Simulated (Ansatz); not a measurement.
A made-up structure of CH₄NSi, doublet:

```xyz
7
angstrom
N -0.7261 -1.4990 0.2130
C 0.0241 -0.9110 -0.0769
Si 0.4652 0.5836 -0.1636
H -1.6063 -1.0500 0.6358
H 0.6502 0.6578 -1.6853
H -0.5269 1.7381 0.3642
H 1.7199 0.4804 0.7130
```

It is relaxed with PBE-D4/def2-SVP and then PBE0-D4/def2-TZVP (Ansatz 0.2.0). Atoms count as bonded within 1.22 times the sum of their covalent radii (H–H: 0.88 Å). The end point is not checked to be a true minimum.

Problem. Does its bonding change? (A judgement: the text doesn't fix the answer.)

Solution. Computed: No: no bond forms or breaks.

Where it ends: The first stage lowers the energy by 5.94 eV in 8 steps. It ends as CH₄NSi ([NH][C][SiH3]):
N1  (-0.991, -1.757, 0.311)
C2  (-0.106, -0.990, -0.026)
Si3  (0.581, 0.714, -0.206)
H4  (-1.867, -1.414, 0.727)
H5  (0.854, 0.900, -1.650)
H6  (-0.314, 1.811, 0.274)
H7  (1.843, 0.735, 0.571)
(Å)

Labels in which every atom is bracketed show which atoms are joined, not bond orders.

For scale, one of the runs: PBE0-D4/def2-TZVP relaxation, 123 basis functions, launched by `ansatz run in.yaml --threads 2 --pin off --events-out ev --progress --plain --max-ram 4352MiB`. Hardware: 2 CPU threads of an Arm Neoverse V2, shared host. Wall time about 15 s.
